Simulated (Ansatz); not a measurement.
HB–Ga–Cl, triplet: reading a ladder of total energies

Geometry: a point of a stretch scan, not a stationary point.

```xyz
4

B     0.0000   -0.2540    1.2996
Ga    0.0000    0.1870   -0.5574
Cl    0.0000   -0.0456   -3.1670
H     0.0000    0.1126    2.4248
```

Basis cc-pVDZ; Ansatz 0.2.0. Correlated methods freeze the noble-gas cores and the filled d shells of p-block atoms, which leaves 14 electrons in 44 orbitals. R marks a restricted (for open shells ROHF) determinant, U an unrestricted one. No spin–orbit coupling is included, and no scalar relativity.

Full CI isn't at hand for all of this; UCCSDT(Q) serves as the reference, and is uncertain by about the last step of the cluster series.

Runs differ by some tens of microhartree through their thresholds and, for an open shell, their frozen cores, so steps under 0.03 kcal/mol mean nothing.

```
    level  total energy (hartree)
      UHF            -2407.911315
     UMP2            -2408.151045
    UCCSD            -2408.187101
 UCCSD(T)            -2408.196050
   UCCSDT            -2408.197778
UCCSDT(Q)            -2408.198725
```

Q: What is the correlation energy at UCCSDT(Q), and what share of it do UMP2 and UCCSD(T) recover?

A: E(corr) = -2408.198725 − (-2407.911315) = -0.287410 hartree = -7.821 eV. UMP2: -0.239730 / -0.287410 = 83.41 %. UCCSD(T): -0.284735 / -0.287410 = 99.07 %.

Q: By how many kcal/mol does UCCSD(T) miss UCCSDT(Q) (1 hartree = 627.509 kcal/mol), and which steps make up the rest?

A: -2408.196050 − (-2408.198725) = 0.002675 hartree = 1.68 kcal/mol. Steps: UCCSDT − UCCSD(T) = -1.08, UCCSDT(Q) − UCCSDT = -0.59 kcal/mol. Differences between like states or geometries often cancel part of this.
